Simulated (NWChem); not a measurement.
carbon disulfide (CS₂); SMILES S=C=S

All runs: NWChem. The geometry was optimised at PBE0/def2-SVP. Level PBE/def2-TZVP: single points from the atomic guess with DIIS by default; each run changes one setting, and all converged runs end within 0.3 mHa of each other. cgmin counts macro-iterations, each dearer than a DIIS step.

### Question
Which setting needs the most SCF iterations, or fails (DIIS on 3 Fock matrices; no DIIS, 40 % damping; defaults; DIIS on 20 Fock matrices; quadratically convergent solver (cgmin))?

### Answer
no DIIS, 40 % damping, which doesn't converge.
| setting | SCF iterations |
|---|---|
| defaults | 8 |
| DIIS on 20 Fock matrices | 7 |
| DIIS on 3 Fock matrices | 8 |
| quadratically convergent solver (cgmin) | 4 |
| no DIIS, 40 % damping | not converged in 200 |
